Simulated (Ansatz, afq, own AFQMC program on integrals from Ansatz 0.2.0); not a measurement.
## CH$_{4}$, singlet in 6-31G, levels against full CI

```yaml
atoms:
  - { symbol: C, position_ang: [0.0000, 0.0000, 0.0000] }
  - { symbol: H, position_ang: [0.5596, 0.5613, 0.5606] }
  - { symbol: H, position_ang: [-0.5627, -0.5584, 0.5604] }
  - { symbol: H, position_ang: [-0.5583, 0.5597, -0.5636] }
  - { symbol: H, position_ang: [0.5615, -0.5626, -0.5575] }
```

Basis 6-31G. Only valence electrons are correlated. AFQMC by an in-house program on the Cholesky factors that Ansatz 0.2.0 writes for its CCSD(T) run. The CISD trial takes its coefficients from CCSD amplitudes. Released means that phaseless walkers are propagated on without the constraint, phases kept. ± is one standard error of the sampling.

Determinant: RHF, the one that the program's search chose, which needn't be the lowest solution. The geometry is a point of a scan.

Full CI on the same integrals is exact in this basis and with this determinant's frozen core.

```
T1 diagnostic                               : 0.0027
weight of the determinant in the CISD state : 0.958
size of the correlated space                : 8 electrons in 16 orbitals
```

```json
{"level": "MP2", "correlation energy (eV)": "-2.4564"}
{"level": "CCSD", "correlation energy (eV)": "-2.9103"}
{"level": "CCSD(T)", "correlation energy (eV)": "-2.9432"}
```

Question: Estimate where AFQMC with the constraint released lies against CCSD(T) on the same integrals.

Answer: 0.7 ± 0.06 kJ/mol below CCSD(T).

Reference: full CI, correlation energy -2.950 eV. The released energy is read at 2.40 1/Eh (meV from the phaseless value at times in 1/Eh: 0.0 ± 0.6 at 0.24, 0.8 ± 0.6 at 0.51, 1.9 ± 0.5 at 0.99, 1.9 ± 0.5 at 1.62, 1.9 ± 0.7 at 2.40).

| level | E − E(reference) (kJ/mol) | share of correlation (%) |
| --- | --- | --- |
| CCSD(T) | 0.6 | 99.78 |
| CCSDT | 0.2 | 99.93 |
| CCSDT(Q) | 0.0 | 100.00 |
| CCSDTQ | 0.0 | 100.00 |
| ph-AFQMC/CISD | -0.2 ± 0.1 | 100.07 |
| released AFQMC | 0.0 ± 0.06 | 100.01 |

CCSDT and higher add their correlation energy to the determinant of the CCSD(T) run, since their own runs factorise the integrals more tightly (a shift of under 2 meV). A walk keeps the symmetry of its determinant, which the program's search chose and which needn't be the lowest solution, so a lower state of the same spin and another symmetry isn't excluded. Released energies are given only where the last usable release times agree within the noise; a slower fall can still hide under it.
